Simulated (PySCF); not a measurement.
Molecule: `C=CC`, C3H6.

Molfile (atoms numbered from 1):
```
C3H6
     RDKit          3D

  9  8  0  0  0  0  0  0  0  0999 V2000
    1.3582    0.0913   -0.2553 C   0  0  0  0  0  0  0  0  0  0  0  0
    0.2776   -0.1076    0.5006 C   0  0  0  0  0  0  0  0  0  0  0  0
   -1.1363   -0.0107    0.0323 C   0  0  0  0  0  0  0  0  0  0  0  0
    1.2719    0.3495   -1.3162 H   0  0  0  0  0  0  0  0  0  0  0  0
    2.3679    0.0038    0.1546 H   0  0  0  0  0  0  0  0  0  0  0  0
    0.4193   -0.3646    1.5586 H   0  0  0  0  0  0  0  0  0  0  0  0
   -1.6908    0.7552    0.6002 H   0  0  0  0  0  0  0  0  0  0  0  0
   -1.1947    0.2451   -1.0360 H   0  0  0  0  0  0  0  0  0  0  0  0
   -1.6723   -0.9620    0.1881 H   0  0  0  0  0  0  0  0  0  0  0  0
  1  2  2  0
  2  3  1  0
  1  4  1  0
  1  5  1  0
  2  6  1  0
  3  7  1  0
  3  8  1  0
  3  9  1  0
M  END
```

Geometry PBE0-D3(BJ)/def2-SVP throughout; GIAO in PySCF 2.14.0 with density-fitted response routines, gas phase, one conformer, non-relativistic; equivalent atoms averaged; basis pcSseg-2.

For orientation, mPW1PW91 gives these shifts δ (against TMS at the same level): C2 148.2, C1 125.5, C3 23.0, H6 6.21, H4 5.32, H5 5.22, H7/H8/H9 1.82 ppm.

A run gave: C2 149.0, C1 125.2, C3 22.2, H6 6.15, H4 5.29, H5 5.16, H7/H8/H9 1.82 ppm (shifts δ (against TMS at the same level)).

Question: Which functional was used in that run?
A. OPBE
B. WP04
C. BHandHLYP
D. HF

Answer: C. C2 tells them apart best: BHandHLYP gives 149.0, WP04 gives 146.0, HF gives 146.8, OPBE gives 141.7 ppm.
